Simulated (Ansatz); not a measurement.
# AlH₄NO, SMILES [NH2][AlH][OH]: a rigid scan of one bond length

Program: the Ansatz DFT code, driven from Python.

The cells in order, each with its output:

**Cell 1**
```python
import ansatz
import numpy as np
```

**Cell 2**
```python
BASIS = "cc-pVDZ"
METHOD = "mp2"
```

**Cell 3**
```python
GEOMETRY = """
N    -0.96760    0.35920   -0.89480
Al    0.27540    0.08030    0.46010
O     1.30900   -1.40870    0.37080
H    -1.62560   -0.37360   -0.86990
H    -1.53070    1.26340   -0.65390
H     0.43680    1.13100    1.66780
H     2.16390   -1.11960   -0.12590
"""
```

**Cell 4**
```python
mol = ansatz.Crystal.molecule()
for line in GEOMETRY.strip().splitlines():
    symbol, *xyz = line.split()
    mol = mol.atom(symbol, [float(v) for v in xyz])
```

**Cell 5**
```python
symbols = [site.symbol for site in mol.cartesian_sites]
start = np.array([site.position_ang for site in mol.cartesian_sites])
axis = (start[6] - start[2]) / np.linalg.norm(start[6] - start[2])
moving = [6]
lengths, energies = [0.907, 0.948, 0.989, 1.03, 1.071, 1.113, 1.154, 1.216], []
for length in lengths:
    xyz = start.copy()
    xyz[moving] += (length - np.linalg.norm(start[6] - start[2])) * axis
    point = ansatz.Crystal.molecule()
    for symbol, place in zip(symbols, xyz):
        point = point.atom(symbol, place.tolist())
    job = (
        point.calculation()
        .basis(gaussian=BASIS)
        .correlation(METHOD)
        .scf(lower_state_search="light")
    )
    summary = job.run(threads=1).report
    energies.append(summary["free_energy_ev"])
    print(f"r = {length:6.3f} A  E = {energies[-1]:.5f} eV  <S^2> = {abs(summary['mean_field']['state']['spin_squared']):.3f}")
```
Output:
```text
r =  0.907 A  E = -10178.44460 eV  <S^2> = 0.000
r =  0.948 A  E = -10178.55068 eV  <S^2> = 0.000
r =  0.989 A  E = -10178.55542 eV  <S^2> = 0.000
r =  1.030 A  E = -10178.48362 eV  <S^2> = 0.000
r =  1.071 A  E = -10178.35448 eV  <S^2> = 0.000
r =  1.113 A  E = -10178.17829 eV  <S^2> = 0.000
r =  1.154 A  E = -10177.97524 eV  <S^2> = 0.000
r =  1.216 A  E = -10177.62943 eV  <S^2> = 0.000
```

**Cell 6**
```python
# quartic fit about the minimum
fit = np.polynomial.Polynomial.fit(lengths, np.array(energies) - min(energies), 4).convert()
roots = [r.real for r in fit.deriv().roots() if abs(r.imag) < 1e-9 and fit.deriv(2)(r.real) > 0]
r_e = min(roots, key=lambda r: abs(r - lengths[int(np.argmin(energies))]))
print(f"minimum of the fit at {r_e:.4f} A, force constant {fit.deriv(2)(r_e):.2f} eV/A^2")
```
Output:
```text
minimum of the fit at 0.9706 A, force constant 51.62 eV/A^2
```

Notes:
- These settings explore the input space; basis and method may be short of convergence.
- The rest of the molecule is held rigid at a force-field or estimated start geometry, and the basis set is modest; single-reference methods fail as a bond breaks.
- The orbitals are restricted, so S² is zero by construction.
- S² is that of the Hartree-Fock reference.
- The whole script took 8 s on 1 thread of Intel(R) Xeon(R) Platinum 8259CL CPU @ 2.50GHz (Skylake/Cascade Lake) (shared host), peak memory 0.18 GiB.

(Lines on the test bed's own set-up are left out of the output.)
